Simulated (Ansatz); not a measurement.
Cartesian coordinates (Å):
```xyz
7

C     -0.9619    -0.4224     0.2536
C      0.0155     0.4780     0.2225
C      1.3868     0.1325     0.3851
N      2.5020    -0.1253     0.5144
H     -0.7580    -1.4751     0.4061
H     -1.9935    -0.1199     0.1258
H     -0.1908     1.5322     0.0696
```
Charge 0, multiplicity 1.

These are frozen-core CCSD(T)/aug-cc-pVTZ // PBE0-D4/def2-TZVPD run with Ansatz (a first-principles code) values and carry that method's errors. The restricted HF reference is unstable towards unrestricted orbitals.

The HF energy is -169.82810 Ha and the MP2 correlation energy is -0.66488 Ha.

Question: Estimate the CCSD correlation energy, the (T) correction, the total energy and the T1 diagnostic.

Answer: 
| Property | Result |
|---|---|
| CCSD correlation energy | -0.67999 Ha |
| (T) correction | -0.03559 Ha |
| CCSD(T) total energy | -170.54368 Ha |
| T1 diagnostic | 0.013 |
